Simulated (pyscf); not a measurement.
Structures and frequencies: ωB97X-D3(BJ)/def2-SVP in PySCF.

Task: For methane (CH₄) + H₃C–Si(OH)(OH)–OH -> H₃C–Si(CH₃)(OH)–OH + water (H₂O), a four-centre exchange (singlet surface; C–H, O–Si broken, C–Si, H–O formed), PBE/def2-TZVP gives ΔE‡ = 62.0 kcal/mol and ΔE = +29.2 kcal/mol (zero: the separated reactants). In which direction and how far do r²SCAN/def2-TZVP, B3LYP-D3(BJ)/def2-TZVP, ωB97M-D3(BJ)/def2-TZVP move these?

Result: r²SCAN: ΔE‡ = 64.9 kcal/mol, ΔE = +31.5 kcal/mol; B3LYP-D3(BJ): ΔE‡ = 69.4 kcal/mol, ΔE = +30.9 kcal/mol; ωB97M-D3(BJ): ΔE‡ = 67.7 kcal/mol, ΔE = +30.4 kcal/mol. PBE's barrier lies under all of them, by 2.9 to 7.5 kcal/mol. Its reaction energy lies under all of them, by 1.1 to 2.3 kcal/mol. On the product side the descent ends in a bound adduct, 10.3 kcal/mol under the separated species and 48.7 kcal/mol under the saddle at ωB97X-D3(BJ)/def2-TZVP. One saddle was located; it need not be the lowest between these sides.
